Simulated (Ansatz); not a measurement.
Ansatz (a quantum-chemistry and plane-wave program) input (RI-MP2/cc-pVTZ):
A basis named .json is the Basis Set Exchange file of that set.

Ansatz 0.2 input:
```yaml
crystal:
  periodic: [false, false, false]
  atoms:
    - {symbol: O, position_ang: [0.24397327, 1.29816191, 0.28691816]}
    - {symbol: C, position_ang: [0.00564102, 0.12351485, 0.02760402]}
    - {symbol: N, position_ang: [1.00713546, -0.77109991, -0.25934767]}
    - {symbol: C, position_ang: [-1.34933143, -0.39570472, -0.01723319]}
    - {symbol: H, position_ang: [0.83263926, -1.75687301, -0.33347649]}
    - {symbol: H, position_ang: [-1.57262671, -1.42566528, -0.26145349]}
    - {symbol: H, position_ang: [-2.15610169, 0.28717211, 0.19841180]}
    - {symbol: H, position_ang: [1.95649730, -0.45909057, -0.14561854]}
basis:
  gaussian:
    orbitals: cc-pVTZ
    fitting: {mean_field: def2-universal-jkfit, correlation: cc-pVTZ-RIFIT.json}
magnetization: {spin_polarized: true, initial_magnetization: 1}
correlation: {method: mp2, electrons: outside_noble_gas}
```

Output:

```
Functional definition: HF
integrals: 0.11 GiB planned
376 factors; integrals over basis functions are off by at most 9.3e-1 eV
444 factors; integrals over basis functions are off by at most 6.8e-1 eV
mean field: 0.41 GiB planned
mean field evaluation 1: about -5640.4939 eV, gradient 3.0e1 eV
mean field evaluation 2: about -5643.1468 eV, gradient 2.0e1 eV
mean field evaluation 4: about -5644.4621 eV, gradient 1.7e0 eV
mean field evaluation 8: about -5644.5105 eV, gradient 2.5e-1 eV
mean field evaluation 16: about -5644.5157 eV, gradient 1.5e-1 eV
mean field -5644.51640439 eV, -207.4321518706 hartree, gradient 2.2e-6 eV, S^2 0.793957; 1 other end points of the search recorded, 0 dependent functions left out
4 core orbitals not correlated
reference -5644.51640439 eV, -207.4321518706 hartree; 12, 11 occupied and 160, 161 virtual orbitals, 444 factors
second order -19.99314662 eV of doubles, -0.00000000 eV of singles
Total energy: -5664.50955100 eV, -208.1668864569 hartree
```

It need not be the lowest isomer of its formula.
